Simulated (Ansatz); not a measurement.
## doublet SF: levels of theory in one basis

```xyz
2

S     0.0000    0.0000    0.0000
F     0.0000    0.0000    1.5210
```

Basis set: def2-SVP (spherical functions). Frozen core: 6 orbitals. Correlation on ROHF uses semicanonical orbitals with singles. Charge 0, multiplicity 2.

Computed with Ansatz (development build ahead of 0.2.0); each method stands on the lowest determinant of its kind that the runs found.

| method | E − E(ROHF) (eV) | <S²> of the determinant |
| --- | --- | --- |
| ROHF | 0.00 | 0.75 |
| UHF | -0.12 | 0.76 |
| ROHF-MP2 | -7.95 | – |
| UHF-MP2 | -7.93 | 0.76 |

(1) What does ROHF-CCSD(T) give on the same scale?

Results:

(1) -8.57 eV.
